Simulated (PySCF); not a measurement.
A TDDFT job was run through a driver script with this input:

```
{"job": {"kind": "uv", "xc": "B3LYP", "basis": "def2-SVPD", "nstates": 8, "ntriplets": 3}, "charge": 0, "multiplicity": 1}
C      2.447354     0.088445     0.024649
N      1.300122    -0.068099     0.506314
C      0.211122    -0.375432    -0.319396
C     -0.923771    -1.177037     0.318166
C     -1.094000     0.236656     0.019147
C     -1.823258     1.320455     0.027617
H      3.256491     0.327977     0.697235
H      2.690816     0.000515    -1.040736
H      0.423857    -0.551343    -1.379632
H     -1.422359    -1.917502    -0.290307
H     -0.790706    -1.461706     1.351584
H     -1.446293     2.262252    -0.336607
H     -2.833762     1.315306     0.404239
```

The program printed, after the SCF cycles:

```
converged SCF energy = -249.2291410187

Static polarisability (au): isotropic 71.022, principal 53.464 65.664 93.938

Singlet excitations
state   eV       nm        f      main configurations
  1   4.9289    251.5   0.00155   H->L 0.90
  2   5.8894    210.5   0.01546   H->L+1 0.49, H-1->L 0.29, H-1->L+1 0.09
  3   6.0230    205.9   0.08145   H-1->L 0.41, H->L+1 0.31, H-2->L+1 0.18
  4   6.0691    204.3   0.00456   H-2->L 0.60, H-1->L+1 0.21, H->L+1 0.09
  5   6.5913    188.1   0.24919   H-2->L+1 0.33, H-2->L 0.20, H-1->L+1 0.17
  6   6.8244    181.7   0.06343   H-3->L 0.68, H-3->L+1 0.16
  7   7.0077    176.9   0.06092   H->L+2 0.74, H-2->L+1 0.08
  8   7.1753    172.8   0.16154   H-1->L+2 0.30, H-1->L+1 0.23, H-2->L+1 0.14

Triplet excitations (Tamm-Dancoff, eV): 4.1653 4.4528 4.5632
```

Theory: PySCF 2.14.0, density-fitted response routines, TDDFT B3LYP/def2-SVPD, vertical, gas phase, core orbitals frozen in the response. The structure is a single GFN2-xTB conformer in the gas phase; no vibrational or solvent corrections.

What is the polarisability anisotropy, √(½[(α1 − α2)² + (α2 − α3)² + (α3 − α1)²])?

35.96 au.

Give the mean polarisability in Å³.

71.02 au × 0.148185 = 10.52 Å³.

How many basis functions and electrons does this run hold?

176 basis functions for 44 electrons in 22 doubly occupied orbitals.

Give the energy of state 8 in hartree, cm⁻¹ and kJ/mol.

0.26369 hartree, 57873 cm⁻¹, 692.3 kJ/mol.

What transition dipole goes with state 5?

|μ|² = 3f / (2ΔE) = 3 × 0.2492 / (2 × 0.2422) = 1.543 au, so |μ| = 3.16 D.

Which species is it?

`C=C1C[C@@H]1N=C` (C5H7N), point group C1.

H and L stand for HOMO and LUMO.

The values belong to the conformer `[CH2:1]=[N:2][C@H:3]1[CH2:4][C:5]1=[CH2:6]`: C1–N2–C3–C4 152°.
